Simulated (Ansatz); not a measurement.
C$_{4}$H$_{8}$N$_{2}$, SMILES `C#CN(C)CN`. Charge 0, multiplicity 1. The geometry is a stationary point of PBE0-D4/def2-TZVP. It is one conformer, not always the lowest.

```xyz
14

C     2.212   -0.203    1.013
C     1.120    0.101    0.606
N    -0.080    0.436    0.123
C    -1.006    1.038    1.064
C    -0.685   -0.544   -0.800
N     0.147   -0.938   -1.886
H     3.186   -0.440    1.366
H    -1.412    0.311    1.780
H    -0.497    1.824    1.620
H    -1.835    1.484    0.510
H    -0.983   -1.444   -0.243
H    -1.593   -0.071   -1.184
H     0.972   -1.421   -1.553
H     0.455   -0.132   -2.416
```

(1) What is the dipole moment at r2SCAN/def2-TZVPP? (Best estimate.)

(2) And with PBE, B3LYP, ωB97M-V? (Best estimate.)

(3) Give the Mulliken charges with r2SCAN, B3LYP, PBE in def2-TZVPP. (Best estimate.)

Answers

(1) Ansatz gave: 1.12 D, with components (-0.88, 0.64, 0.27) D in this frame, pointing from negative to positive charge.

(2) Ansatz gave: PBE 1.10 D, B3LYP 1.10 D, ωB97M-V 1.08 D.

(3) The calculation gave: 
```json
{"atom": "C1", "r2SCAN": "-0.40", "B3LYP": "-0.33", "PBE": "-0.37"}
{"atom": "C2", "r2SCAN": "-0.01", "B3LYP": "-0.08", "PBE": "-0.04"}
{"atom": "N3", "r2SCAN": "-0.14", "B3LYP": "-0.14", "PBE": "-0.05"}
{"atom": "C4", "r2SCAN": "-0.05", "B3LYP": "-0.17", "PBE": "-0.18"}
{"atom": "C5", "r2SCAN": "0.15", "B3LYP": "0.04", "PBE": "0.01"}
{"atom": "N6", "r2SCAN": "-0.36", "B3LYP": "-0.32", "PBE": "-0.32"}
{"atom": "H7", "r2SCAN": "0.26", "B3LYP": "0.27", "PBE": "0.22"}
{"atom": "H8", "r2SCAN": "0.06", "B3LYP": "0.09", "PBE": "0.09"}
{"atom": "H9", "r2SCAN": "0.07", "B3LYP": "0.11", "PBE": "0.11"}
{"atom": "H10", "r2SCAN": "0.05", "B3LYP": "0.09", "PBE": "0.09"}
{"atom": "H11", "r2SCAN": "0.04", "B3LYP": "0.08", "PBE": "0.08"}
{"atom": "H12", "r2SCAN": "0.04", "B3LYP": "0.08", "PBE": "0.08"}
{"atom": "H13", "r2SCAN": "0.15", "B3LYP": "0.14", "PBE": "0.15"}
{"atom": "H14", "r2SCAN": "0.14", "B3LYP": "0.13", "PBE": "0.14"}
```

B3LYP here is the variant with VWN-RPA as its local correlation; programs differ in this.
